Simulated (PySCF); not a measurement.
## SO3: from structure and modes to constants

Method: PBE0 in PySCF with S def2-TZVP, O def2-TZVP; no relativity; density-fitted integrals.

The singlet minimum has D3h symmetry. Masses (u): S 31.97207, O 15.99492.

```xyz
4
charge 0 multiplicity 1, angstrom
S     0.0000    0.0000    0.0000
O     1.4195    0.0000    0.0000
O    -0.7097    1.2293    0.0000
O    -0.7097   -1.2293    0.0000
```

Harmonic wavenumbers (cm⁻¹): 509.8 (a2'', ×1), 534.5 (e', ×2), 1110.4 (a1', ×1), 1446.4 (e', ×2).

Question: Find the principal moments of inertia and the rotational constants. What kind of rotor is it?

Answer: About the centre of mass I = 48.343, 48.343, 96.686 u Å². With B = 16.8576/I this gives 0.3487, 0.3487, 0.1744 cm⁻¹. The molecule is an oblate symmetric top.

Question: Find the vibrational entropy and heat capacity at 298.15 K.

Answer: With u = 1.43878 ω/T, each mode gives S = R[u/(eᵘ−1) − ln(1−e⁻ᵘ)] and C = R u² eᵘ/(eᵘ−1)².
```json
{"ω (cm⁻¹)": "509.8", "u": "2.460", "S (J/(mol K))": "2.65", "C (J/(mol K))": "5.14"}
{"ω (cm⁻¹)": "534.5 (×2)", "u": "2.579", "S (J/(mol K))": "2.42", "C (J/(mol K))": "4.91"}
{"ω (cm⁻¹)": "1110.4", "u": "5.359", "S (J/(mol K))": "0.25", "C (J/(mol K))": "1.13"}
{"ω (cm⁻¹)": "1446.4 (×2)", "u": "6.980", "S (J/(mol K))": "0.06", "C (J/(mol K))": "0.38"}
```
The sums over all modes are S = 7.9 and C = 16.9 J/(mol K); the softest mode gives 34 % of the entropy (each member, where degenerate).

Question: Give the standard entropy (298.15 K, 1 bar) by its translational, rotational, vibrational and spin parts, and Cp.

Answer: Sackur–Tetrode with M = 79.96 u gives 163.5; rotation with symmetry number 6 gives 84.9; vibration 7.9; spin R ln 1 = 0.0. The total is 256.2 J/(mol K), and Cp = 4 R + 16.9 = 50.1 J/(mol K).
